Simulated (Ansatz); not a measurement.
Geometry optimisation, Ansatz 0.2.0, RKS B3LYP/6-31G*.

input.yaml

```yaml
crystal:
  periodic: [false, false, false]
  atoms:
    - { symbol: F, position_ang: [-1.3132, -0.8569, 0.7163] }
    - { symbol: C, position_ang: [-0.3514, -0.5277, -0.1583] }
    - { symbol: Cl, position_ang: [0.8308, -1.8191, -0.0709] }
    - { symbol: C, position_ang: [0.4054, 0.771, 0.2254] }
    - { symbol: S, position_ang: [-0.08098, 1.67407, 1.53885] }
    - { symbol: H, position_ang: [-0.7533, -0.4877, -1.1739] }
    - { symbol: H, position_ang: [1.32025, 0.95147, -0.34816] }
basis:
  gaussian: { orbitals: "6-31G*" }
hamiltonian:
  xc: b3lyp
relax:
  f_tol: 0.015
  max_steps: 40
```

Command:

```bash
$ ansatz run input.yaml --threads 1 --pin off --max-ram 2048MiB --backend cpu --events-out ev --progress --plain --runs-dir out
```

**Question.** Where does it end, and by what steps?

**Answer.** The run converged. After 8 steps the energy has fallen by 0.193 eV; H7 moved furthest, 0.12 Å.

```
step  energy less start (eV)  largest force component (eV/Å)  accepted
   0                  0.0000                           1.624       yes
   1                 -0.0642                           1.220       yes
   2                 -0.1457                           0.975       yes
   3                 -0.1721                           0.696       yes
   4                 -0.1905                           0.187       yes
   5                 -0.1925                           0.098       yes
   6                 -0.1930                           0.083       yes
   7                 -0.1934                           0.023       yes
   8                 -0.1934                           0.008       yes
```

```xyz
7
Properties=species:S:1:pos:R:3
F -1.376 -0.822 0.681
C -0.338 -0.522 -0.125
Cl 0.878 -1.884 -0.080
C 0.378 0.743 0.275
S -0.016 1.682 1.530
H -0.681 -0.473 -1.163
H 1.213 0.982 -0.389
```

Whether the end is a true minimum wasn't checked by a vibrational analysis.

Time of the run: 45 s on 1 thread of Arm Neoverse V1 (shared host), peak memory 0.17 GiB.
